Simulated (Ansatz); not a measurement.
## Relaxing Si₂Bi

All numbers below come from DFT PBE, scalar-relativistic, plane waves, PAW in Ansatz.

Si₂Bi was placed on the cubic Laves (C15) structure type (Fd-3m, No. 227), with Bi in place of Mg, Si in place of Cu, at a guessed volume.

Input of the last, converged step (default PAW datasets):

```yaml
crystal:
  lattice:
    - [0.0, 3.9380283245, 3.9380283245]
    - [3.9380283245, 0.0, 3.9380283245]
    - [3.9380283245, 3.9380283245, 0.0]
  atoms:
    - { symbol: Si, position: [0.625, 0.625, 0.625] }
    - { symbol: Si, position: [0.125, 0.625, 0.625] }
    - { symbol: Si, position: [0.625, 0.625, 0.125] }
    - { symbol: Si, position: [0.625, 0.125, 0.625] }
    - { symbol: Bi, position: [0.0, 0.0, 0.0] }
    - { symbol: Bi, position: [0.25, 0.25, 0.25] }
basis:
  ecutwfc: 420
kpoints:
  mp_grid: { grid: [8, 8, 8] }
hamiltonian:
  xc: pbe
scf:
  occupations: { method: gaussian, width: 0.1 }
output:
  forces: true
  stress: true
  eigenvalues: true
relax:
  adjacent_minimum: "off"
  f_tol: 0.01
  max_steps: 80
  cell: { stress_tol: 0.05 }
```

Launched as:

```bash
ansatz run input.yaml --threads 1 --pin off --max-ram 2560MiB --backend cpu --events-out ev --progress --plain --runs-dir out
```

The run took 22 s on 1 thread of Arm Neoverse V1 (shared host), peak memory 0.42 GiB.

End of the output:

```
SCF converged after 4 iterations
Free energy (F): -27332.967545 eV
Harris-Foulkes:  -27332.967545 eV  (|F-HF|=1.46e-11)
Internal energy: -27332.950451 eV  (E = F + TS)
E sigma→0 (E₀):  -27332.958998 eV
Entropy (-TS):   -0.017095 eV (-2.849 meV/atom)
Fermi energy:    11.107723 eV
--- Per-component energies (eV) ---
  E_band       = -97.782539
  E_kinetic    = 759.459657
  E_local      = -3180.803169  (includes V_loc(G=0)·N_el)
  E_nonlocal   = 1224.558218
  E_hartree    = 1077.258063
  E_xc         = -524.453434
  E_vxc        = -476.622017  (∫ρ·V_xc dr)
  E_paw        = -23373.898371  (= ΣΔE_a)
  E_vpaw       = -578.890575  (= ΣTr[D̂ρ^β])
  E_aug_tail   = -0.000837  (compensation charges beyond the density's cutoff)
  E_ewald      = -3315.070578
  E_smearing   = -0.017095  (= −TS)
  E_closure    = 0.000000  (closes the sum)
  Σ components = -27332.967545   (vs F -27332.967545, Δ=0.00e0)
--- Forces (eV/Å), atoms counted from 1 ---
  atom   1  Si     0.00000000     0.00000000     0.00000000
  atom   2  Si     0.00000000     0.00000000     0.00000000
  atom   3  Si     0.00000000     0.00000000     0.00000000
  atom   4  Si     0.00000000     0.00000000     0.00000000
  atom   5  Bi     0.00000000     0.00000000     0.00000000
  atom   6  Bi     0.00000000     0.00000000     0.00000000
  max |Σ_I F_I| component: 1.99e-17 eV/Å
--- Stress (GPa, compression-positive) ---
       -0.046063       0.000000       0.000000
        0.000000      -0.046063       0.000000
        0.000000       0.000000      -0.046063
  P = ⅓ Tr σ = -0.0461 GPa (-0.461 kbar)
--- Relaxed structure (2 steps of the walk, 2 accepted, 1 SCFs on fresh bases) ---
  F+E_penalty+E_count = -27332.96754547 eV   max|allowed force component| = 1.836e-17 eV/Å   (the final SCF, on the basis selected at the relaxed cell)
  cell:  # Å, volume = 122.4882 Å³
    - [0.000000, 3.941741, 3.941741]
    - [3.941741, 0.000000, 3.941741]
    - [3.941741, 3.941741, 0.000000]
  atoms:
    - { symbol: Si, position: [0.625000, 0.625000, 0.625000] }
    - { symbol: Si, position: [0.125000, 0.625000, 0.625] }
    - { symbol: Si, position: [0.625000, 0.625000, 0.125000] }
    - { symbol: Si, position: [0.625000, 0.125000, 0.625] }
    - { symbol: Bi, position: [0.000000, 0.000000, 0.000000] }
    - { symbol: Bi, position: [0.25, 0.25, 0.25] }
```

Absolute energies hang on the potentials; compare differences alone.

The result has space group Fd-3m (No. 227). Around Si lie 6 Si at 2.79 Å and 6 Bi at 3.27 Å; around Bi lie 12 Si at 3.27 Å and 4 Bi at 3.41 Å.

Against the elements it lies at 0.56 eV/atom. Energies over the elements count from the elements' standard structures at the same level, with no empirical corrections.

For metals, differences of a few meV/atom aren't resolved. Spin–orbit coupling is left out.

A structure relaxed within its symmetry needn't be a true minimum.